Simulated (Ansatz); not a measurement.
Geometry optimisation, RKS PBE0-D4/def2-mTZVP in Ansatz 0.2.0.

The input (input.yaml):

```yaml
crystal:
  periodic: [false, false, false]
  atoms:
    - { symbol: Si, position_ang: [0.986855, 0.392152, -0.280643] }
    - { symbol: H, position_ang: [-0.521266, -1.654806, -1.261666] }
    - { symbol: H, position_ang: [-0.228413, -1.466588, -1.860557] }
    - { symbol: "N", position_ang: [-0.422847, 1.384082, -0.318422] }
    - { symbol: "N", position_ang: [0.691791, -0.491575, 1.171038] }
    - { symbol: H, position_ang: [-1.199158, 1.391418, 0.330286] }
    - { symbol: H, position_ang: [-0.557535, 2.04865, -1.065602] }
    - { symbol: H, position_ang: [1.36373, -1.167704, 1.50381] }
    - { symbol: H, position_ang: [-0.113157, -0.43563, 1.781755] }
basis:
  gaussian: { orbitals: def2-mTZVP }
hamiltonian:
  xc: pbe0
  dispersion: d4
relax:
  f_tol: 0.03
  max_steps: 50
```

Launched with:

```bash
$ ansatz run input.yaml --threads 2 --pin off --max-ram 3072MiB --backend cpu --events-out ev --progress --plain --runs-dir out
```

Q: Where does it end, and by what steps?

A: The forces met the threshold. The force dipped under the threshold on the way, but the program's further checks kept it going. After 27 steps the energy has fallen by 0.169 eV; H3 moved furthest, 0.91 Å.

| step | energy less start (eV) | largest force component (eV/Å) | accepted |
| --- | --- | --- | --- |
| 0 | 0.0000 | 1.947 | yes |
| 1 | -0.1103 | 0.298 | yes |
| 2 | -0.1393 | 0.345 | yes |
| 3 | -0.1481 | 0.139 | yes |
| 4 | -0.1515 | 0.181 | yes |
| 5 | -0.1515 | 0.200 | yes |
| 6 | -0.1516 | 0.244 | yes |
| 7 | -0.1393 | 1.006 | no |
| 8 | -0.1513 | 0.184 | no |
| 9 | -0.1528 | 0.111 | yes |
| 10 | -0.1537 | 0.097 | yes |
| 11 | -0.1319 | 1.211 | no |
| 12 | -0.1556 | 0.100 | yes |
| 13 | -0.1536 | 0.527 | no |
| 14 | -0.1567 | 0.055 | yes |
| 15 | -0.1578 | 0.133 | yes |
| 16 | -0.1582 | 0.325 | yes |
| 17 | -0.1624 | 0.037 | yes |
| 18 | -0.1633 | 0.155 | yes |
| 19 | -0.1648 | 0.013 | yes |
| 20 | -0.1641 | 0.254 | no |
| 21 | -0.1653 | 0.020 | yes |
| 22 | -0.1657 | 0.123 | yes |
| 23 | -0.1666 | 0.068 | yes |
| 24 | -0.1674 | 0.005 | yes |
| 25 | -0.1682 | 0.093 | yes |
| 26 | -0.1686 | 0.056 | yes |
| 27 | -0.1689 | 0.016 | yes |

```xyz
9
Properties=species:S:1:pos:R:3
Si 1.213 0.952 0.197
H -0.363 -1.814 -1.308
H -0.783 -2.181 -1.802
N -0.327 1.606 -0.210
N 0.718 -0.446 1.076
H -1.240 1.232 0.016
H -0.397 2.458 -0.746
H 1.404 -1.069 1.478
H -0.225 -0.739 1.298
```

Run time: 33 s on 2 threads of Arm Neoverse V2, on a shared host, peak memory 0.14 GiB.
